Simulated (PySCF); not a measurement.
CH₃, SMILES [CH3], multiplicity 2. The structure is a stationary point at TPSSh-D3(BJ)/def2-TZVPD. The isomer is the one that the SMILES or the coordinates give; other isomers of the formula were not compared.

Question: Give the equilibrium geometry at TPSSh-D3(BJ)/def2-TZVPD (PySCF confirms it by a frequency run) as a Z-matrix, and its point group. (Estimate from the structure and the level; the computed values follow.)

Answer: point group D3h.
```
C
H 1 1.0810
H 1 1.0810 2 120.00
H 1 1.0810 2 120.00 3 180.00
```
Charge 0, spin multiplicity 2.
